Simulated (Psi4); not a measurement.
# CH3F (fluoromethane): B3LYP/6-31G(d) (spherical functions), part 2 of 2

Psi4 1.11. Earlier steps stand in the parts before.

### 3 The distorted shape at the same level

Input file calc.py:

```python
import psi4

psi4.set_memory(1600000000)
psi4.set_num_threads(1)
psi4.set_output_file('output.dat', False)

geom = psi4.geometry("""
C     -0.034471    -0.196017     0.241726
F      1.110329    -0.939417     0.065326
H     -0.902471    -0.855817     0.175926
H     -0.104800     0.796000    -0.772000
H     -0.003571     0.279583     1.224626
symmetry c1
""")

options = {'reference': 'rks', 'puream': True, 'e_convergence': 1e-09, 'd_convergence': 1e-08, 'scf_type': 'pk', 'dft_radial_points': 99, 'dft_spherical_points': 590}
psi4.set_options(options)

e, wfn = psi4.gradient('b3lyp/6-31G*', return_wfn=True)
psi4.oeprop(wfn, 'MULLIKEN_CHARGES', 'MAYER_INDICES', 'DIPOLE')
print('gradient / Eh bohr^-1')
print(e.np.round(6))
print(f'energy = {wfn.energy():.10f} Eh')
```

Run with:

```
$ python calc.py
```

output.dat:

```text
Psi4 1.11 release

gradient() will perform analytic gradient computation.

   => Loading Basis Set <=

    Name: 6-31G*
    Role: ORBITAL
    Keyword: BASIS

         ---------------------------------------------------------
                                   SCF
                              RKS Reference
                        1 Threads,   1525 MiB Core
         ---------------------------------------------------------

  ==> Geometry <==

    Molecular point group: c1
    Full point group: C1

    Geometry (in Angstrom), charge = 0, multiplicity = 1:

       Center              X                  Y                   Z               Mass
    ------------   -----------------  -----------------  -----------------  -----------------
         C           -0.612395415699     0.391197529297     0.101367137733    12.000000000000
         F            0.532404584301    -0.352202470703    -0.075032862267    18.998403162730
         H           -1.480395415699    -0.268602470703     0.035567137733     1.007825032230
         H           -0.682724415699     1.383214529297    -0.912358862267     1.007825032230
         H           -0.581495415699     0.866797529297     1.084267137733     1.007825032230

  Running in c1 symmetry.

  Rotational constants: A =      4.27292  B =      0.85238  C =      0.82231 [cm^-1]
  Rotational constants: A = 128098.78183  B =  25553.73526  C =  24652.15863 [MHz]
  Nuclear repulsion =   36.431437655042977

  Charge       = 0
  Multiplicity = 1
  Electrons    = 18
  Nalpha       = 9
  Nbeta        = 9

  ==> Algorithm <==

  SCF Algorithm Type is PK.
  DIIS enabled.
  MOM disabled.
  Fractional occupation disabled.
  Guess Type is SAD.
  Energy threshold   = 1.00e-09
  Density threshold  = 1.00e-08
  Integral threshold = 1.00e-12

  ==> Primary Basis <==

  Basis Set: 6-31G*
    Blend: 6-31G*
    Number of shells: 18
    Number of basis functions: 34
    Number of Cartesian functions: 36
    Spherical Harmonics?: true
    Max angular momentum: 2

  ==> DFT Potential <==

   => LibXC <=

    Version 7.1.2

   => Composite Functional: B3LYP <=

    B3LYP Hyb-GGA Exchange-Correlation Functional

    Deriv               =              1
    GGA                 =           TRUE
    Meta                =          FALSE

    Exchange Hybrid     =           TRUE
    MP2 Hybrid          =          FALSE

   => Exchange Functionals <=

    0.0800   Slater exchange
    0.7200         Becke 88

   => Exact (HF) Exchange <=

    0.2000               HF

   => Correlation Functionals <=

    0.1900   Vosko, Wilk & Nusair (VWN5_RPA)
    0.8100   Lee, Yang & Parr

   => LibXC Density Thresholds  <==

    XC_HYB_GGA_XC_B3LYP:  1.00E-15

   => Molecular Quadrature <=

    Radial Scheme          =       TREUTLER
    Pruning Scheme         =           NONE
    Nuclear Scheme         =       TREUTLER

    Blocking Scheme        =         OCTREE
    BS radius alpha        =              1
    Pruning alpha          =              1
    Radial Points          =             99
    Spherical Points       =            590
    Total Points           =         279871
    Total Blocks           =           2089
    Max Points             =            256
    Max Functions          =             34
    Weights Tolerance      =       1.00E-15

  ==> Integral Setup <==

  Using in-core PK algorithm.
   Calculation information:
      Number of atoms:                   5
      Number of AO shells:              18
      Number of primitives:             42
      Number of atomic orbitals:        36
      Number of basis functions:        34

      Integral cutoff                 1.00e-12
      Number of threads:                 1

  Performing in-core PK
  Using 354620 doubles for integral storage.
  We computed 14704 shell quartets total.
  Whereas there are 14706 unique shell quartets.

  ==> DiskJK: Disk-Based J/K Matrices <==

    J tasked:                  Yes
    K tasked:                  Yes
    wK tasked:                  No
    Memory [MiB]:              877
    Schwarz Cutoff:          1E-12

  Cached 100.0% of DFT collocation blocks in 0.260 [GiB].

  Minimum eigenvalue in the overlap matrix is 2.2043911342E-02.
  Reciprocal condition number of the overlap matrix is 5.6085098398E-03.
    Using symmetric orthogonalization.

  ==> Pre-Iterations <==

  SCF Guess: Superposition of Atomic Densities via on-the-fly atomic UHF (no occupation information).

   -------------------------
    Irrep   Nso     Nmo
   -------------------------
     A         34      34
   -------------------------
    Total      34      34
   -------------------------

  ==> Iterations <==

                        Total Energy        Delta E     RMS |[F,P]|

   @RKS iter SAD:  -139.23156729174792   -1.39232e+02   0.00000e+00
   @RKS iter   1:  -139.62457539838437   -3.93008e-01   1.11014e-02 ADIIS/DIIS
   @RKS iter   2:  -139.60069978910275    2.38756e-02   1.28730e-02 ADIIS/DIIS
   @RKS iter   3:  -139.69615520516248   -9.54554e-02   6.30935e-04 ADIIS/DIIS
   @RKS iter   4:  -139.69627178986880   -1.16585e-04   3.74776e-04 ADIIS/DIIS
   @RKS iter   5:  -139.69632509435780   -5.33045e-05   9.50799e-05 DIIS
   @RKS iter   6:  -139.69632940577219   -4.31141e-06   5.23564e-06 DIIS
   @RKS iter   7:  -139.69632942501792   -1.92457e-08   4.51196e-07 DIIS
   @RKS iter   8:  -139.69632942516722   -1.49299e-10   5.10395e-08 DIIS
   @RKS iter   9:  -139.69632942516958   -2.35900e-12   1.37425e-08 DIIS
   @RKS iter  10:  -139.69632942516972   -1.42109e-13   1.64881e-09 DIIS
  Energy and wave function converged.

  ==> Post-Iterations <==

   Electrons on quadrature grid:
      Ntotal   =   18.0000000276 ; deviation = 2.763e-08

    Orbital Energies [Eh]
    ---------------------

    Doubly Occupied:

       1A    -24.671493     2A    -10.276791     3A     -1.184103
       4A     -0.682653     5A     -0.483957     6A     -0.481325
       7A     -0.447637     8A     -0.339841     9A     -0.316966

    Virtual:

      10A      0.046578    11A      0.123868    12A      0.138807
      13A      0.164284    14A      0.513263    15A      0.545887
      16A      0.594709    17A      0.745589    18A      0.836242
      19A      0.839312    20A      0.966706    21A      1.240958
      22A      1.258124    23A      1.259990    24A      1.516661
      25A      1.521113    26A      1.762476    27A      1.825845
      28A      1.910063    29A      2.005013    30A      2.116656
      31A      2.194116    32A      2.415688    33A      2.427665
      34A      2.979550

    Final Occupation by Irrep:
              A
    DOCC [     9 ]
    NA   [     9 ]
    NB   [     9 ]

  @RKS Final Energy:  -139.69632942516972

   => Energetics <=

    Nuclear Repulsion Energy =             36.4314376550429770
    One-Electron Energy =                -264.6556657545012285
    Two-Electron Energy =                 102.2198360659938743
    DFT Exchange-Correlation Energy =     -13.6919373917053466
    Empirical Dispersion Energy =           0.0000000000000000
    VV10 Nonlocal Energy =                  0.0000000000000000
    Total Energy =                       -139.6963294251697221

Computation Completed

Properties will be evaluated at   0.000000,   0.000000,   0.000000 [a0]

Properties computed using the SCF density matrix

 Multipole Moments:

 ------------------------------------------------------------------------------------
     Multipole            Electronic (a.u.)      Nuclear  (a.u.)        Total (a.u.)
 ------------------------------------------------------------------------------------

 L = 1.  Multiply by 2.5417464519 to convert [e a0] to [Debye]
 Dipole X            :          2.5494365           -3.0752392           -0.5258027
 Dipole Y            :         -1.9513561            2.1897627            0.2384066
 Dipole Z            :         -0.0727354            0.2652844            0.1925490
 Magnitude           :                                                    0.6085896

 ------------------------------------------------------------------------------------

	total time  =          7 seconds =       0.12 minutes

         ------------------------------------------------------------
                                   SCF GRAD
         ------------------------------------------------------------

  ==> Geometry <==

    Molecular point group: c1
    Full point group: C1

    Geometry (in Angstrom), charge = 0, multiplicity = 1:

       Center              X                  Y                   Z               Mass
    ------------   -----------------  -----------------  -----------------  -----------------
         C           -0.612395415699     0.391197529297     0.101367137733    12.000000000000
         F            0.532404584301    -0.352202470703    -0.075032862267    18.998403162730
         H           -1.480395415699    -0.268602470703     0.035567137733     1.007825032230
         H           -0.682724415699     1.383214529297    -0.912358862267     1.007825032230
         H           -0.581495415699     0.866797529297     1.084267137733     1.007825032230

  Nuclear repulsion =   36.431437655042977

  ==> Basis Set <==

  Basis Set: 6-31G*
    Blend: 6-31G*
    Number of shells: 18
    Number of basis functions: 34
    Number of Cartesian functions: 36
    Spherical Harmonics?: true
    Max angular momentum: 2

  ==> DirectJKGrad: Integral-Direct SCF Gradients <==

    Gradient:                    1
    J tasked:                  Yes
    K tasked:                  Yes
    wK tasked:                  No
    Integrals threads:           1
    Schwarz Cutoff:          1E-12

  ==> DFT Potential <==

   => LibXC <=

    Version 7.1.2

   => Composite Functional: B3LYP <=

    B3LYP Hyb-GGA Exchange-Correlation Functional

    Deriv               =              1
    GGA                 =           TRUE
    Meta                =          FALSE

    Exchange Hybrid     =           TRUE
    MP2 Hybrid          =          FALSE

   => Exchange Functionals <=

    0.0800   Slater exchange
    0.7200         Becke 88

   => Exact (HF) Exchange <=

    0.2000               HF

   => Correlation Functionals <=

    0.1900   Vosko, Wilk & Nusair (VWN5_RPA)
    0.8100   Lee, Yang & Parr

   => LibXC Density Thresholds  <==

    XC_HYB_GGA_XC_B3LYP:  1.00E-15

   => Molecular Quadrature <=

    Radial Scheme          =       TREUTLER
    Pruning Scheme         =           NONE
    Nuclear Scheme         =       TREUTLER

    Blocking Scheme        =         OCTREE
    BS radius alpha        =              1
    Pruning alpha          =              1
    Radial Points          =             99
    Spherical Points       =            590
    Total Points           =         279871
    Total Blocks           =           2089
    Max Points             =            256
    Max Functions          =             34
    Weights Tolerance      =       1.00E-15

  -Total Gradient:
     Atom            X                  Y                   Z
    ------   -----------------  -----------------  -----------------
       1       -0.004935976301    -0.045733863564     0.053672775883
       2        0.003994518166    -0.004030310714     0.000943488734
       3        0.002586492172    -0.003062177952     0.005484642156
       4       -0.001648775422     0.059135569903    -0.062607865426
       5        0.000003673337    -0.006309113546     0.002506902716

	total time  =          1 seconds =       0.02 minutes

Properties will be evaluated at   0.000000,   0.000000,   0.000000 [a0]
OEProp: No title given, name of density matrix used for the following properties is 'SCF density'

 Multipole Moments:

 ------------------------------------------------------------------------------------
     Multipole            Electronic (a.u.)      Nuclear  (a.u.)        Total (a.u.)
 ------------------------------------------------------------------------------------

 L = 1.  Multiply by 2.5417464519 to convert [e a0] to [Debye]
 Dipole X            :          2.5494365           -3.0752392           -0.5258027
 Dipole Y            :         -1.9513561            2.1897627            0.2384066
 Dipole Z            :         -0.0727354            0.2652844            0.1925490
 Magnitude           :                                                    0.6085896

 ------------------------------------------------------------------------------------
  Mulliken Charges: (a.u.)
   Center  Symbol    Alpha    Beta     Spin     Total
       1     C     3.02500  3.02500  0.00000 -0.05000
       2     F     4.65826  4.65826  0.00000 -0.31651
       3     H     0.42327  0.42327  0.00000  0.15346
       4     H     0.47019  0.47019  0.00000  0.05962
       5     H     0.42328  0.42328  0.00000  0.15344

   Total alpha =  9.00000, Total beta =  9.00000, Total charge =  0.00000

  Mayer Bond Indices:

  Irrep: 1 Size: 5 x 5

                 1                   2                   3                   4                   5

    1     0.00000000000000     0.93058580982514     0.92611451024865     0.93270359915667     0.92612177969791
    2     0.93058580982514     0.00000000000000     0.00943464195073     0.04089339845774     0.00943947777860
    3     0.92611451024865     0.00943464195073     0.00000000000000    -0.00117902786442    -0.01072645913799
    4     0.93270359915667     0.04089339845774    -0.00117902786442     0.00000000000000    -0.00117827681312
    5     0.92612177969791     0.00943947777860    -0.01072645913799    -0.00117827681312     0.00000000000000

  Atomic Valences:

 #  #
 Irrep: 1
      1:    3.715525698928379
      2:    0.990353328012202
      3:    0.923643665196970
      4:    0.971239692936869
      5:    0.923656521525396
```

Standard output:

```text
gradient / Eh bohr^-1
[[-4.9360e-03 -4.5734e-02  5.3673e-02]
 [ 3.9950e-03 -4.0300e-03  9.4300e-04]
 [ 2.5860e-03 -3.0620e-03  5.4850e-03]
 [-1.6490e-03  5.9136e-02 -6.2608e-02]
 [ 4.0000e-06 -6.3090e-03  2.5070e-03]]
energy = -139.6963294252 Eh
```

It took 11 s on 1 thread of AMD EPYC 7R43 (Zen 3), shared host; peak memory 0.49 GiB.

### 4 Summary of results

This closing draws on all 2 parts.

At B3LYP/6-31G* (spherical functions):

| quantity | value |
| --- | --- |
| first shape: total energy | -139.73182 Eh |
| first shape: dipole moment | 1.69 D |
| first shape: HOMO energy | -9.01 eV |
| first shape: LUMO energy | 2.89 eV |
| first shape: HOMO–LUMO gap | 11.91 eV |
| first shape: largest force on an atom | 0.338 eV/Å |
| distorted shape: total energy | -139.69633 Eh |
| distorted shape: dipole moment | 1.55 D |
| distorted shape: HOMO energy | -8.63 eV |
| distorted shape: LUMO energy | 1.27 eV |
| distorted shape: HOMO–LUMO gap | 9.89 eV |
| distorted shape: largest force on an atom | 4.429 eV/Å |
| energy change with the C1–H4 bond stretched from 1.092 to 1.420 Å | 0.966 eV |

**Reading.** With the C1–H4 bond stretched from 1.092 to 1.420 Å the energy rises by 0.97 eV (22.3 kcal/mol). The first shape isn't relaxed at this level, so the change isn't measured from a minimum. The largest force (first shape) is 0.34 eV/Å: the shape isn't a stationary point for this species at this level. Mulliken charges (first shape) run from -0.34 on F2 to +0.14 on H3; they depend strongly on the basis. Experiment gives 1.85 D for the dipole moment (NIST CCCBDB), so the computed value is 0.16 D (8 %) too low. Mulliken charges (distorted shape) run from -0.32 on F2 to +0.15 on H3; they depend strongly on the basis.
